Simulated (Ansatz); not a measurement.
# A barrier at the coupled-cluster level

Start structure (CH8BN, singlet), relaxed at PBE0-D4/def2-TZVP:

```xyz
11
angstrom
B -1.4658 0.4482 0.3599
N -0.3058 -0.2744 0.5745
C 0.3456 -1.1682 -0.3545
H -2.0194 0.3545 -0.6989
H -1.8801 1.1473 1.2389
H 1.4818 1.8148 -0.2733
H 2.1420 2.0929 -0.4859
H 0.1613 -0.2003 1.4653
H -0.2252 -1.1924 -1.2826
H 1.3626 -0.8356 -0.5849
H 0.4027 -2.1867 0.0415
```

The step: CH₆BN ([BH2][NH][CH3]) + H₂ → CH₅N ([CH3][NH2]) + BH₃ (still joined by a long B–N bond); bonds formed: B1–H7, N2–H6; bonds broken: H6–H7; bonds weakened to dative contacts: B1–N2. Program: Ansatz 0.2.0. Basis: def2-TZVPP and def2-QZVPP. Cores are frozen in the correlated methods. Extrapolation: Hartree–Fock as exp(−7.88 √X), correlation as X^−2.97. Energies below are by CCSD(T) at an estimated basis limit (MP2 extrapolated from triple and quadruple zeta, plus CCSD(T) − MP2 in triple zeta).

Question: What are the electronic barrier and the energy of the step, from the start structure to the end structure? (To be estimated.)

Answer: Computed: Barrier 170.6 kJ/mol; step energy -7.7 kJ/mol (downhill); reverse barrier, their difference, 178.3 kJ/mol. Barrier and step energy count from the start structure, the reverse barrier from the end structure.

The saddle point: One imaginary mode of 1310i cm⁻¹.
```json
{"pair": "B1–H7", "start (Å)": "4.05", "saddle (Å)": "1.37", "end (Å)": "1.21"}
{"pair": "N2–H6", "start (Å)": "2.88", "saddle (Å)": "1.41", "end (Å)": "1.02"}
{"pair": "B1–N2", "start (Å)": "1.38", "saddle (Å)": "1.56", "end (Å)": "1.63"}
{"pair": "H6–H7", "start (Å)": "0.75", "saddle (Å)": "0.98", "end (Å)": "2.53"}
```

Zero-point energy (harmonic, PBE0-D4): ZPE is 231.9 kJ/mol at the start and 241.6 kJ/mol at the saddle, so the barrier goes from 170.6 to 180.4 kJ/mol.

No T1 diagnostic of these runs exceeds 0.013.

Labels in which every atom is bracketed show which atoms are joined, not bond orders.

For scale, one of the runs: CCSD(T)/def2-TZVPP, 205 basis functions, launched by `ansatz run in.yaml --threads 2 --pin off --events-out ev --progress --plain --max-ram 4352MiB`. The run took 48 s on 2 CPU threads of an Intel Xeon Platinum 8259CL (shared host), with 2.8 GiB of host memory at its peak.
